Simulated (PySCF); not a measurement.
A made-up structure of CH$_{4}$Si$_{2}$, singlet:

```
atom    x (Å)    y (Å)    z (Å)
  C1   0.3781  -0.0323   0.9653
 Si2   0.3432   0.5316  -1.1625
 Si3  -0.8416  -0.4190  -0.3761
  H4  -2.0584  -1.1424  -0.4878
  H5   0.5568   1.0442  -2.5442
  H6   0.1405   0.6403   1.7494
  H7   1.0196  -0.7788   1.3588
```

It is relaxed with PBE-D4/def2-SVP and then PBE0-D4/def2-TZVP (PySCF 2.14 with density fitting (its default auxiliary sets; JK sets also for MP2 and CCSD(T))). Atoms count as bonded within 1.22 times the sum of their covalent radii (H–H: 0.88 Å). The end point is not checked to be a true minimum.

Problem. Does its bonding change? (Judge from chemistry; the calculation decides.)

Solution. Computed: No: no bond forms or breaks.

Where it ends: The first stage lowers the energy by 3.54 eV in 15 steps. It ends as CH₄Si₂ ([CH2]1[SiH][SiH]1):
C1  (0.343, 0.022, 0.702)
Si2  (0.307, 0.509, -1.159)
Si3  (-1.157, -0.631, -0.311)
H4  (-2.370, -1.448, -0.076)
H5  (1.137, 1.285, -2.108)
H6  (0.171, 0.797, 1.448)
H7  (1.094, -0.692, 1.040)
(Å)

Labels in which every atom is bracketed show which atoms are joined, not bond orders.

For scale, one of the runs: PBE0-D4/def2-TZVP relaxation, 129 basis functions, launched by `OMP_NUM_THREADS=2 python run.py`. Time: 60 s of wall clock on 2 CPU threads of an Arm Neoverse V1; the host was shared. Peak host memory: 1.3 GiB.
